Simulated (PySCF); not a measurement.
Cost against result

Saddle point of CH9NSi, closed shell (CH₆Si ([CH3][SiH3]) + NH₃ → SiNH₅ ([NH2][SiH3]) + CH₄; bonds formed: Si1–N7, C2–H6; bonds broken: Si1–C2, H6–N7), PBE0-D4/def2-TZVP structure:

Si1  (-0.988, 0.029, -0.460)
C2  (0.741, -1.078, 0.679)
H3  (-1.945, 0.930, -1.222)
H4  (-1.781, -0.233, 0.764)
H5  (-0.753, -1.026, -1.475)
H6  (0.800, 0.436, 0.276)
N7  (0.330, 1.352, -0.271)
H8  (1.102, -0.861, 1.694)
H9  (1.595, -1.440, 0.091)
H10  (0.059, -1.926, 0.785)
H11  (0.776, 1.646, -1.133)
H12  (0.065, 2.168, 0.272)
(Å)

Barriers are electronic and count from the start structure reached by relaxing down the imaginary mode.

Computed with PySCF 2.14 with density fitting (its default auxiliary sets; JK sets also for MP2 and CCSD(T)) (basis: as named in each row); correlated methods freeze the cores. B3LYP uses VWN-RPA correlation. Extrapolation: Hartree–Fock as exp(−7.88 √X), correlation as X^−2.97.

Times are rough, for one single point on 4 threads of a shared host (Arm Neoverse V2).

The estimate by CCSD(T) at an estimated basis limit (MP2 extrapolated from triple and quadruple zeta, plus CCSD(T) − MP2 in triple zeta) is 54.52 kcal/mol.

```csv
method,basis,time (s),barrier (kcal/mol),method less estimate
HF,STO-3G,under 1,90.40,35.88
B3LYP-D4,6-31G,3,53.12,-1.40
PBE0-D4,def2-SVP,5,49.70,-4.83
PBE-D4,def2-SVP,5,45.54,-8.99
MP2,def2-QZVPP,7,53.03,-1.50
SPW92,def2-TZVPP,13,39.02,-15.50
PBE0-D4,def2-TZVPP,14,50.31,-4.22
B3LYP-D4,def2-TZVPP,14,53.70,-0.82
BHLYP-D4,def2-TZVPP,14,58.05,3.53
PBE-D4,def2-TZVPP,15,46.79,-7.73
CCSD(T),def2-SVP,37,58.73,4.20
r2SCAN-D4,def2-TZVPP,40,49.93,-4.60
wB97M-V,def2-TZVPP,220,53.39,-1.13
CCSD(T),def2-TZVPP,640,54.99,0.47
```

All methods are single points on the PBE0-D4 structures.

The T1 diagnostic stays at or below 0.011.

Labels in which every atom is bracketed show which atoms are joined, not bond orders.
